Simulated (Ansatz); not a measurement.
**The chlorine atom (doublet): the correlation ladder, def2-SVPD**

One table from this session's results is given with a row withheld; the runs are named, their logs left out.

Method: def2-SVPD, core rule «outside noble gas», up to 5 orbitals frozen; program: Ansatz 0.2.0, Gaussian basis.

To be run: UHF; CCSD(T) on ROHF; CCSDTQ on ROHF; CCSDTQ on UHF; Full CI.

### The atom

A free atom, in its lowest state of this spin that the program finds.

1 atom, charge 0, spin multiplicity 2.

Set-up of the first run:

The input, in.yaml:

```yaml
crystal:
  periodic: [false, false, false]
  atoms:
    - {symbol: Cl, position_ang: [0.000000, 0.000000, 0.000000]}
basis:
  gaussian: {orbitals: def2-SVPD}
magnetization: {spin_polarized: true, initial_magnetization: 1}
hamiltonian: {xc: hf}
output: {orbitals: {seedname: orbitals}}
```

Started as:

```console
$ ansatz run in.yaml --threads 1 --pin off --events-out ev --progress --plain --max-ram 2393MiB
```

Among the steps run: UHF; CCSD(T) on ROHF; CCSDTQ on ROHF; CCSDTQ on UHF; Full CI.

One of the session's tables, all rows but one given; the rest of the session is left out.

It belongs to the step «Misses and costs». 

```
  method  from FCI (meV)
    ROHF         +3917.5
     UHF         +3801.6
    RMP2          +533.3
   RCCSD           +73.9
RCCSD(T)               ?
 RCCSDTQ             0.0
     FCI               0
```

Q: Estimate the row for RCCSD(T) from the others.

**Answer.** from FCI (meV): +15.1. In the column «from FCI (meV)» it lies between FCI (0) and RCCSD (+73.9).

Not comparable, so not listed: CCSDTQ on UHF (they don't share determinant, frozen orbitals or solution with the rows shown, or repeat one).

To keep in mind: Levels on UHF freeze UHF's core orbitals, full CI those of ROHF, so the U rows can settle a little off it for that reason alone.
